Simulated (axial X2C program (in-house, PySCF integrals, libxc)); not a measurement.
FPF⁺: properties at the nuclei

Computed with an in-house all-electron X2C program for linear molecules (integrals from PySCF): two-component X2C with atomic mean-field Coulomb and Gaunt terms, Gaussian nuclei, basis F dyall-av3z, P dyall-v3z with contracted cores.

F–P–F held linear, with bonds 1.552 and 1.552 Å (near the PBE0 minimum at charge 1 of the determinant lowest at the starting distance; the state shown can have its own minimum elsewhere, held linear; other orders of the atoms were not compared).

Input and command:
```json
{"zs": [9, 15, 9], "q": 1, "bas": ["dyall-av3z", "dyall-v3z", "dyall-av3z"], "r0": [1.75, 1.75], "symm": 1, "scan": ["PBE0", "HF", "LDA"], "levels": ["PBE0", "HF", "TPSSh"], "nst": 2}
```
```bash
python solin.py task.json out
```

Keys: zs atomic numbers; q charge; bas basis sets; r0 starting distance in Å; symm equal bonds; scan levels of the two-bond scan; levels methods; nst determinants followed.

Determinant lowest in the PBE0 search, Ω = 0 (closed shell), highest spinor 45% F p, 24% P s, 19% P d:

```
level  qzz F (a.u.)  qzz P (a.u.)
 PBE0         -0.26         -1.72
   HF         -0.09         -1.94
TPSSh         -0.33         -1.57
```

qzz is the electric field gradient, eQq0 = 234.96 MHz × Q/barn × qzz. The operators were transformed with the bare-nucleus X2C matrices; with these basis sets, hyperfine constants and field gradients can be off by tens of per cent, and where levels differ in sign neither size nor sign is settled.

The molecule was held linear; bending was not examined, so a bent shape may lie lower.

Each state is one determinant with collinear spin. The search compared states at one distance, so a state with another bond length can lie lower. Further determinants of the search, some of them spin-mixed, are not shown. Where a field gradient or hyperfine factor spreads by more than a factor of two over the levels, a constant derived from it is not to be relied on.
